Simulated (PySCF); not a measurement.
Isomers of C4H5P.

All values: PBE0/pcSseg-1 (PySCF) at GFN2-xTB geometries, gas phase, one conformer each.

Question: Rank by LUMO energy, highest first.
A. `C=C(C)C#P`
B. `[CH2:1]=[CH:2][P:3]1[CH:4]=[CH:5]1` with C1–C2–P3–C4 -159°
C. `[CH2:1]=[CH:2][CH2:3][C:4]#[P:5]` with C1–C2–C3–C4 117°
D. `[CH:1]#[C:2][CH2:3][P:4]=[CH2:5]` with C2–C3–P4–C5 0°

Answer: B (-0.80 eV), C (-1.13 eV), D (-1.55 eV), A (-1.89 eV).

Question: Rank by the highest IAO charge on any atom, lowest value first.
A. `C1=CPC=C1`
B. `[CH:1]#[C:2][CH2:3][P:4]=[CH2:5]` with C2–C3–P4–C5 0°
C. `[CH2:1]=[CH:2][P:3]1[CH:4]=[CH:5]1` with C1–C2–P3–C4 -159°
D. `[CH2:1]=[CH:2][CH2:3][C:4]#[P:5]` with C1–C2–C3–C4 117°
E. `C1C(C1)C#P`

Answer: E (+0.176 e), D (+0.200 e), B (+0.390 e), A (+0.409 e), C (+0.448 e).

Question: Rank by HOMO energy, lowest first.
A. `[CH2:1]=[CH:2][CH2:3][C:4]#[P:5]` with C1–C2–C3–C4 117°
B. `c1cc[pH]c1`
C. `C/C=C/C#P`
D. `P#CC1CC1`

Answer: A (-7.46 eV), D (-7.01 eV), B (-6.84 eV), C (-6.69 eV).

All values together:

```tsv
SMILES	μ (D)	HOMO (eV)	LUMO (eV)	lowest IAO charge (e)	highest IAO charge (e)	lowest Hirshfeld charge (e)	highest Hirshfeld charge (e)
C=C(C)C#P	1.54	-6.90	-1.89	-0.417 (C)	+0.208 (P)	-0.110 (C)	+0.052 (H)
c1cc[pH]c1	0.87	-6.84	-1.19	-0.370 (C)	+0.409 (P)	-0.109 (C)	+0.128 (P)
C/C=C/C#P	2.40	-6.69	-1.78	-0.426 (C)	+0.192 (P)	-0.110 (C)	+0.057 (H)
P#CC1CC1	2.12	-7.01	-1.03	-0.291 (C)	+0.176 (P)	-0.087 (C)	+0.062 (H)
C=CP1C=C1	1.36	-6.87	-0.80	-0.349 (C)	+0.448 (P)	-0.114 (C)	+0.104 (P)
C=CCC#P	1.48	-7.46	-1.13	-0.315 (C)	+0.200 (P)	-0.099 (C)	+0.062 (H)
C#CCP=C	0.57	-7.49	-1.55	-0.561 (C)	+0.390 (P)	-0.155 (C)	+0.119 (P)
```

Conformers: `[CH2:1]=[CH:2][P:3]1[CH:4]=[CH:5]1` with C1–C2–P3–C4 -159°; `[CH2:1]=[CH:2][CH2:3][C:4]#[P:5]` with C1–C2–C3–C4 117°; `[CH:1]#[C:2][CH2:3][P:4]=[CH2:5]` with C2–C3–P4–C5 0°.
